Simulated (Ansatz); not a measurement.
A run of Ansatz (development build ahead of 0.2.0) on singlet C3H8 at this shape:

```xyz
11

C    -1.2887   -0.4269    0.0120
H    -1.2867   -1.0534    0.8838
H    -1.2524   -1.1065   -0.8834
H    -2.1789    0.1937    0.0095
C    -0.0008    0.3993   -0.0008
H     0.0078    1.0733    0.8972
H     0.0051    1.0583   -0.9064
C     1.3075   -0.4209   -0.0109
H     1.2866   -1.0722    0.8744
H     1.2458   -1.0393   -0.8777
H     2.1548    0.1763    0.0024
```

Its results:

| Item | Value |
| --- | --- |
| Converged | yes |
| Reference energy | -118.26459 hartree |
| Correlation energy | -0.44546 hartree |
| Total energy | -118.71005 hartree |
| Spin squared of the determinant | 0.000 |

**Question.** Which input gives this output? Name the method, the orbitals and the basis set, and write the input.

**Answer.** RHF-MP2 in cc-pVDZ. An unrestricted run that stays on the closed shell gives the same numbers.

```yaml
crystal:
  periodic: [false, false, false]
  atoms:
    - { symbol: C, position_ang: [-1.28872, -0.42694, 0.01197] }
    - { symbol: H, position_ang: [-1.28671, -1.05337, 0.88378] }
    - { symbol: H, position_ang: [-1.25237, -1.1065, -0.88344] }
    - { symbol: H, position_ang: [-2.17894, 0.19369, 0.00945] }
    - { symbol: C, position_ang: [-0.00076, 0.39928, -0.0008] }
    - { symbol: H, position_ang: [0.00782, 1.0733, 0.89718] }
    - { symbol: H, position_ang: [0.00507, 1.05829, -0.90639] }
    - { symbol: C, position_ang: [1.30747, -0.42093, -0.01095] }
    - { symbol: H, position_ang: [1.28655, -1.07218, 0.87441] }
    - { symbol: H, position_ang: [1.24583, -1.03925, -0.87766] }
    - { symbol: H, position_ang: [2.15477, 0.17634, 0.00244] }
basis:
  gaussian: { orbitals: cc-pVDZ }
hamiltonian:
  xc: hf
correlation:
  method: mp2
  frozen_orbitals: { C: 1, H: 0 }
```
